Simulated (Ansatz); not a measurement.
# Br3Sn ([SnBr3]-): the cost of one run

The runs use Ansatz 0.2.0, Gaussian basis; the settings change from run to run.

1 further run of the same task is left out (set aside as unsound or not needed). Runs told in other sessions of the task aren't counted.

## 1. The relaxed structure

The structure was relaxed beforehand with B3LYP-D4/def2-SVPD. Sn takes a core potential in def2 sets; no spin-orbit term is included.

4 atoms, charge -1, spin multiplicity 1.

Atoms are counted from 1 here; the program's logs count them from 0.

Bond lengths: Sn1–Br2 2.700 Å, Sn1–Br3 2.700 Å, Sn1–Br4 2.700 Å. Angles: Br2–Sn1–Br3 98.8°, Br2–Sn1–Br4 98.8°, Br3–Sn1–Br4 98.8°.

## 2. r2SCAN0/ANO-RCC-VTZP

This run has relativity set to scalar.

Input file in.yaml:

```yaml
crystal:
  periodic: [false, false, false]
  atoms:
    - {symbol: Sn, position_ang: [-0.004096, 0.005782, 0.974139]}
    - {symbol: Br, position_ang: [2.367981, -0.032408, -0.314652]}
    - {symbol: Br, position_ang: [-1.155493, 2.062875, -0.341782]}
    - {symbol: Br, position_ang: [-1.208391, -2.036249, -0.317706]}
basis:
  gaussian: {orbitals: ANO-RCC-VTZP}
total_charge: -1
hamiltonian: {xc: {name: r2SCAN0}, pseudopotentials: {relativity: scalar}}
output: {forces: true}
```

Launch:

```console
> ansatz run in.yaml --threads 4 --pin off --events-out ev --progress --plain --max-ram 3916MiB
```

Q: Estimate wall time and peak memory on 4 threads of Arm Neoverse V1, shared host.

About 28 s, with a peak of 0.85 GiB.
